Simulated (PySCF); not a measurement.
# Ionisation of 1,2-butadiene

System: 1,2-butadiene, `C=C=CC` (C4H6). Non-hydrogen atoms are numbered in `[CH2:1]=[C:2]=[CH:3][CH3:4]`.

Level of theory: ωB97X-D3(BJ)/ma-def2-TZVP single points in PySCF, grid level 2; every species was optimised with PBE0-D3(BJ)/def2-SVP. ωB97X-D3(BJ) is ωB97X-V with D3(BJ) in place of VV10. Thermal corrections: PBE0-D3(BJ)/def2-SVP frequencies, unscaled, ideal gas at 298.15 K and 1 bar, quasi-RRHO entropy.

Frontier levels of the parent: HOMO -9.59 eV, LUMO 1.24 eV.

Oxidation to the radical cation:
| Property | Result |
| --- | --- |
| Vertical ionisation energy (electronic) | 9.47 eV |
| Adiabatic ionisation energy (with zero-point energy) | 9.01 eV |
| Adiabatic, electronic part | 9.09 eV |
| Vertical gap at the product's structure | 8.49 eV |
| Inner reorganisation energy (four-point) | 972 meV |
| Relaxation of product / of parent | 373 / 599 meV |
| ⟨S²⟩ of the product | 0.762 |
| Largest spin populations | C3 0.35, C2 0.29, C1 0.24 |
| Largest changes of atomic charge | C3 0.21, C2 0.18, C1 0.17, H (on C1) 0.09 |
| Distances that move most (Å) | C2–C3 1.311 → 1.340; C3–C4 1.500 → 1.475; C1–H 1.096 → 1.102; C1–H 1.096 → 1.102 |
| Potential in acetonitrile | 6.57 V absolute, 2.03 V against Fc+/Fc computed at 4.54 V (solvation -9 → -242 kJ/mol) |

Solvents are IEF-PCM continua (electrostatics only, gas-phase structures); absolute potentials refer to an electron at rest in vacuum. Fc+/Fc in acetonitrile, 4.54 V, is ωB97X-D3(BJ)/ma-def2-TZVP on PBE0-D3(BJ)/def2-SVP structures with GFN2-xTB thermal terms. Benchmark calculations put it near 5.0 V in acetonitrile and DMSO, so it is about 0.5 V low, and the value against it can read up to that much too high.

Measured values (NIST Chemistry WebBook, evaluated or the median of agreeing entries): adiabatic ionisation energy 9.13 eV (computed 9.01, difference -0.12).

Hardware: 1 thread of Arm Neoverse V1, shared with other jobs. Command: `OMP_NUM_THREADS=1 python redox_run.py task.json out`. Structures, frequencies and single points: 4.8 min.
